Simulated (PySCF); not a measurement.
# Working with the constants of NaCl⁻

UHF-CCSD(T) constants of NaCl⁻, ²Σ⁺ (doublet), unpaired electrons σ ↑ (Na def2-SVPD, Cl def2-SVPD; no relativity (PySCF 2.14); masses 22.9898 and 34.9689 u):

* ωe: 256.3 cm⁻¹
* ωexe: 2.2 cm⁻¹
* Be: 0.18502 cm⁻¹
* αe: 0.00205 cm⁻¹
* De to Na + Cl⁻: 1.30 eV

(1) What force constant and bond length do these constants imply?

(2) Estimate the centrifugal constant D from the Kratzer relation and find the Dunham coefficient a1.

Correlated steps freeze 6 core orbitals. Correlated levels converge slowly with the basis: in double zeta they bind strong bonds too weakly, by up to about 1 eV, and carry superposition errors of some tenths. For an ion De counts to the pair picked by the measured ionisation energies or electron affinities, which need not be the lowest pair at this level. The state is the lowest determinant that a PBE0 search found; another state may lie lower at other levels.

Answers

(1) Reduced mass μred = 13.871 u; k = 5.8918×10⁻⁷·μred·ωe² (u, cm⁻¹, mdyn/Å) = 0.537 mdyn/Å; Re = √(16.8576/(μred·Be)) (u, cm⁻¹, Å) = 2.563 Å.

(2) D = 4Be³/ωe² = 3.86e-07 cm⁻¹; a1 = −1 − αeωe/(6Be²) = -3.56.
